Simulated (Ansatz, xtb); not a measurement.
# Relative energy of two isomers of C2H7P+

We compare X, the doublet with the links of `[CH2][PH2+]C`, with Y, the doublet with the links of `C[CH][PH3+]`. Both are isolated ions in the gas phase, relaxed with r2SCAN-D4/def2-SVP; the shapes shown needn't be the lowest conformers.

X (Å):

```json
{"atom": "C", "x (Å)": "-1.6995", "y (Å)": "-0.8868", "z (Å)": "-2.1179"}
{"atom": "C", "x (Å)": "0.2653", "y (Å)": "-0.2336", "z (Å)": "0.0578"}
{"atom": "P", "x (Å)": "-0.8003", "y (Å)": "-1.4684", "z (Å)": "-0.7148"}
{"atom": "H", "x (Å)": "-2.6840", "y (Å)": "-0.4253", "z (Å)": "-1.9897"}
{"atom": "H", "x (Å)": "-1.2557", "y (Å)": "-0.9385", "z (Å)": "-3.1174"}
{"atom": "H", "x (Å)": "-1.7113", "y (Å)": "-1.9543", "z (Å)": "0.2473"}
{"atom": "H", "x (Å)": "-0.0143", "y (Å)": "-2.5763", "z (Å)": "-1.0977"}
{"atom": "H", "x (Å)": "-0.3469", "y (Å)": "0.6137", "z (Å)": "0.4012"}
{"atom": "H", "x (Å)": "1.0087", "y (Å)": "0.1164", "z (Å)": "-0.6739"}
{"atom": "H", "x (Å)": "0.7769", "y (Å)": "-0.6959", "z (Å)": "0.9167"}
```

Y (Å):

```xyz
10

C    -1.6740   -1.6197   -0.3671
C    -0.4313   -1.4029   -1.1419
P     0.3467    0.1728   -1.2881
H    -2.0675   -0.7179    0.1232
H    -2.4613   -2.0308   -1.0266
H    -1.5044   -2.3927    0.4057
H     0.0558   -2.2324   -1.6694
H     1.5262    0.0992   -2.0548
H     0.7023    0.7402   -0.0397
H    -0.4742    1.1552   -1.8958
```

**Question.** Which of the two would you expect CCSD(T)/def2-SVP + ΔMP2/def2-TZVPP electronic energies to favour?

**Answer.** Structure X; the calculation gives E(Y) − E(X) = +9.9 kcal/mol.

The same difference at several levels:

```tsv
level	geometry	E(Y) − E(X) (kcal/mol)	departure from the last row (kcal/mol)	job, with rough time for the two
GFN2-xTB	GFN2-xTB	−2.1	−11.9	optimisation, 0.13 s
HF/STO-3G	GFN2-xTB	+11.0	+1.2	single point, 0.22 s
r2SCAN-D4/def2-SVP//GFN2-xTB	GFN2-xTB	+7.4	−2.4	single point, 4.2 s
r2SCAN-D4/def2-SVP	r2SCAN-D4/def2-SVP	+7.2	−2.7	optimisation, 77 s
HF/def2-SVP	r2SCAN-D4/def2-SVP	+9.1	−0.7	part of the CCSD(T) run
MP2/def2-SVP	r2SCAN-D4/def2-SVP	+7.7	−2.2	part of the CCSD(T) run
CCSD(T)/def2-SVP	r2SCAN-D4/def2-SVP	+6.7	−3.1	single point
CCSD(T)/def2-SVP + ΔMP2/def2-TZVPP	r2SCAN-D4/def2-SVP	+9.9		single point, 20 s
```

As drawn, Y has 1 C–C, 1 P–H in place of 1 C–P, 1 C–H.

GFN2-xTB puts the two in the other order. The largest departure from CCSD(T)/def2-SVP + ΔMP2/def2-TZVPP is that of GFN2-xTB, 11.9 kcal/mol. The last row adds to CCSD(T) the change of the MP2 difference between the two basis sets, here +3.1 kcal/mol, a large step that makes the value less sure.

With harmonic frequencies from r2SCAN-D4/def2-SVP (ideal gas, rigid rotor, one conformer each, 1000 K, 1 atm): on the last row, ΔE + ΔZPE = +9.3 kcal/mol. A mode under 50 cm⁻¹ makes harmonic enthalpies and free energies unreliable, so none is given.

Open shells are spin-unrestricted. The correlated steps freeze 7 core orbitals. Run with Ansatz 0.2.0, xtb 6.7.1; the last row on 2 threads of Arm Neoverse V1 on a shared host.
